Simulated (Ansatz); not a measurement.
The cluster B2H2⁺. The state is a doublet with charge 1. Geometry r2SCAN-D4/def2-TZVP; atoms count from 1.

Cartesian coordinates in Å:
```
B -0.697 -0.217 0.341
B 0.696 0.219 -0.342
H 1.711 0.534 -0.838
H -1.710 -0.537 0.840
```

The structure comes from a short search, and lower isomers may exist.

**Question.** Estimate the Mulliken populations from the PBE0/def2-TZVP orbitals of Ansatz.

**Answer.** 
```
atom  charge (e)  spin (α − β)
  B1        0.27          0.52
  B2        0.27          0.52
  H3        0.23         -0.02
  H4        0.23         -0.02
```
Mulliken values and Mayer orders depend strongly on the basis.

**Question.** Where does the spin sit?

**Answer.** Summed by element: B 1.04, H -0.04, of 1 unpaired in all. Largest on single atoms: B2 0.52, B1 0.52, H4 -0.02.

**Question.** And the Mayer bond orders between bonded heavy atoms (over 0.3)?

**Answer.** B1–B2 1.58 (1.61 Å).
